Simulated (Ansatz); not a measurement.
# Worked example: the enthalpy of formation of H2O (water)

The species is H2O (3 atoms), meant as a singlet with charge 0. As SMILES, `O`. The coordinates come from a PBE0-D4/def2-TZVP relaxation.

```xyz
3

O    -0.3027    0.2002   -0.1406
H     0.4665    0.5484    0.3153
H    -0.1638   -0.7486   -0.1747
```

Total energies at BCCD(T)/6-31G* (spherical functions), 1 core orbital frozen (Ansatz 0.2.0); the atoms run unrestricted:

| species | state | energy (Eh) |
| --- | --- | --- |
| H2O | singlet | -76.204736 |
| O | triplet | -74.894743 |
| H | doublet | -0.498233 |

Harmonic wavenumbers at PBE0-D4/def2-TZVP, in cm⁻¹: 1623, 3852, 3959.

Measured heats of formation of the gaseous atoms at 298.15 K, in kJ/mol: O 249.2, H 218.0. Spin-orbit lowering of the atoms at 298 K (mean of the ground term's levels less their thermal mean, from spectra), in kJ/mol: O 0.40. Take 1 Eh = 2625.50 kJ/mol, 1 cm⁻¹ = 0.0119627 kJ/mol, RT = 2.479 kJ/mol.

Q: Work out the heat of formation of the gas at 298 K.

A: 
1. Electronic atomisation energy: (-74.894743) + 2 × (-0.498233) − (-76.204736) = 0.313527 Eh = 823.2 kJ/mol.
2. Zero-point energy: half the sum of the wavenumbers, 4717 cm⁻¹ = 56.4 kJ/mol.
3. Thermal vibrational enthalpy, Σ hcν̃/(exp(hcν̃/kT) − 1): 0.0 kJ/mol. Translation, rotation and pV of a non-linear molecule: 4 RT = 9.9 kJ/mol.
4. The 3 free atoms carry 5/2 RT each: 18.6 kJ/mol.
5. Spin-orbit coupling lowers the free atoms by 0.40 = 0.4 kJ/mol.
6. Atomisation enthalpy at 298 K: 823.2 − 0.4 − 56.4 − 0.0 − 9.9 + 18.6 = 775.1 kJ/mol.
7. Sum of the atoms' heats of formation: 685.2 kJ/mol. Heat of formation: 685.2 − 775.1 = -89.9 kJ/mol.

The tabulated value is -241.8 kJ/mol (Active Thermochemical Tables), so this level is off by +151.9 kJ/mol, or 16.4 % of the atomisation enthalpy. Coupled cluster needs large bases for atomisation: in a finite one the molecule is underbound. A double-zeta basis underbinds. Anharmonicity and any spin-orbit splitting of the molecule are left out, and so is core correlation.
